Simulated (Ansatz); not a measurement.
A run for Ansatz (a program for electronic structure): U-wB97X-V/def2-TZVPPD on NH2CH4ts, 2S+1 = 2. Files ending in .json are basis or fitting sets from the Basis Set Exchange.

Ansatz 0.2 input:
```yaml
crystal:
  periodic: [false, false, false]
  atoms:
    - {symbol: C, position_ang: [-1.26075000, -0.00000600, 0.01229100]}
    - {symbol: N, position_ang: [1.31325500, -0.00000500, -0.13678200]}
    - {symbol: H, position_ang: [-1.58398700, 0.90853800, -0.48474400]}
    - {symbol: H, position_ang: [-1.46367200, -0.00457300, 1.07730200]}
    - {symbol: H, position_ang: [-1.58474800, -0.90388000, -0.49270000]}
    - {symbol: H, position_ang: [0.04310800, -0.00006400, -0.15169200]}
    - {symbol: H, position_ang: [1.48045900, 0.80557700, 0.46775100]}
    - {symbol: H, position_ang: [1.48055700, -0.80552400, 0.46780800]}
basis:
  gaussian:
    orbitals: def2-TZVPPD.json
hamiltonian:
  xc: {name: wB97X-V}
magnetization: {spin_polarized: true, initial_magnetization: 1}
```

The head of its log:

```
WARN ansatz: RAYON_NUM_THREADS=1 ignored (pool sized by the plan → 1); use --threads N
Functional definition: wB97X-V
integrals: 0.07 GiB planned
707 factors; their error is unknown
integrals: 0.10 GiB planned
242 factors; integrals over basis functions are off by at most 1.4e-5 eV
mean field: 0.97 GiB planned
mean field evaluation 1: about -2619.1809 eV, gradient 2.9e1 eV
mean field evaluation 2: about -2620.5403 eV, gradient 2.3e1 eV
```

**Question.** Predict the final total energy.

**Answer.** -96.3781 hartree.
